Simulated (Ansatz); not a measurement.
```yaml
crystal:
  periodic: [false, false, false]
  atoms:
    - {symbol: Ti, position_ang: [0.000000, 0.000000, 0.000000]}
    - {symbol: O, position_ang: [0.000000, 0.000000, 1.730157]}
    - {symbol: O, position_ang: [0.000000, 0.000000, -1.730157]}
basis:
  gaussian: {orbitals: def2-TZVP}
magnetization: {spin_polarized: true, initial_magnetization: 4}
hamiltonian: {xc: pbe0}
relax: {f_tol: 0.004, max_steps: 80}
```

```sh
$ ansatz run in.yaml --threads 1 --pin off --events-out ev --progress --plain --max-ram 2176MiB
```

Steps of the relaxation (energy above the last step; positions in Å, forces in eV/Å):

```
3
step 1, 374.1 meV
Ti    0.000    0.000    0.000    0.000    0.000    3.111
O     0.000    0.000    1.730    0.000    0.000    1.481
O     0.000    0.000   -1.730    0.000    0.000   -4.592
```

```
3
step 2, 84.5 meV
Ti    0.000    0.000    0.019    0.000    0.000    1.336
O     0.000    0.000    1.775    0.000    0.000    0.601
O     0.000    0.000   -1.794    0.000    0.000   -1.938
```

```
3
step 3, 2.6 meV
Ti    0.000    0.000    0.036    0.000    0.000    0.289
O     0.000    0.000    1.811    0.000    0.000    0.023
O     0.000    0.000   -1.847    0.000    0.000   -0.312
```

```
3
step 6, 0.0 meV
Ti    0.000    0.000    0.042    0.000    0.000    0.000
O     0.000    0.000    1.817    0.000    0.000   -0.001
O     0.000    0.000   -1.858    0.000    0.000    0.001
```

Close pairs at the end: Ti1–O2 1.775 Å, Ti1–O3 1.900 Å.

A stationary point of unrestricted PBE0 after 6 steps, with ⟨S²⟩ = 6.006 against 6.00 for a pure state; no frequencies were run, so it isn't proven a minimum. 1.8 min on 1 thread of Intel Xeon 6975P-C, shared host.
